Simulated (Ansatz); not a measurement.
**LiSiH₂+ (SMILES [Li][SiH2+]): functionals against CCSD(T) at one geometry**

The task here is to estimate one member of a computed series from the others.

Computed with Ansatz 0.2.0, Gaussian basis. Level: single points in def2-TZVPP.

Correlated methods freeze the cores. The outer core shell of Li, Na, Mg and K is correlated.

### Where the work starts

SMILES `[Li][SiH2+]`, 4 atoms, charge 1, spin multiplicity 1.

Atoms are counted from 1 here; the program's logs count them from 0.

Bond lengths: Li1–Si2 2.519 Å, Si2–H3 1.360 Å, Si2–H4 1.260 Å. Angles: Li1–Si2–H3 118.1°, Li1–Si2–H4 129.1°, H3–Si2–H4 112.5°.

Geometry (Å):

```xyz
4
H2LiSi
Li   -2.2524    0.5189   -0.4759
Si    0.1470    0.0126    0.0986
H     0.5931   -1.2605   -0.0751
H     1.0682    0.8046    0.4335
```

The first run:

File run/in.yaml:

```yaml
crystal:
  periodic: [false, false, false]
  atoms:
    - {symbol: Li, position_ang: [-2.252400, 0.518900, -0.475900]}
    - {symbol: Si, position_ang: [0.147000, 0.012600, 0.098600]}
    - {symbol: H, position_ang: [0.593100, -1.260500, -0.075100]}
    - {symbol: H, position_ang: [1.068200, 0.804600, 0.433500]}
basis:
  gaussian: {orbitals: def2-TZVPP}
total_charge: 1
correlation: {method: ccsd_t}
output: {forces: true}
```

The command line of these runs was not kept.

Among the steps run: CCSD(T)/def2-TZVPP; PBE0-D4/def2-TZVPP; wB97M-V/def2-TZVPP; r2SCAN-D4/def2-TZVPP; PBE-D4/def2-TZVPP; SPW92/def2-TZVPP; wB97X-V/def2-TZVPP.

One of the session's tables, all rows but one given; the rest of the session is left out.

| method | RMS force component (eV/Å) | angle to CCSD(T) forces (°) |
| --- | --- | --- |
| CCSD(T) | 2.901 | reference |
| PBE0-D4 | ? | ? |
| wB97M-V | 2.852 | 0.4 |
| r2SCAN-D4 | 2.919 | 0.5 |
| PBE-D4 | 3.001 | 1.2 |
| SPW92 | 3.016 | 1.6 |
| wB97X-V | 2.931 | 0.3 |

Estimate the missing values for PBE0-D4.

The run gave: RMS force component (eV/Å): 2.949; angle to CCSD(T) forces (°): 0.6. In the column «RMS force component (eV/Å)» it lies between wB97X-V (2.931) and PBE-D4 (3.001).
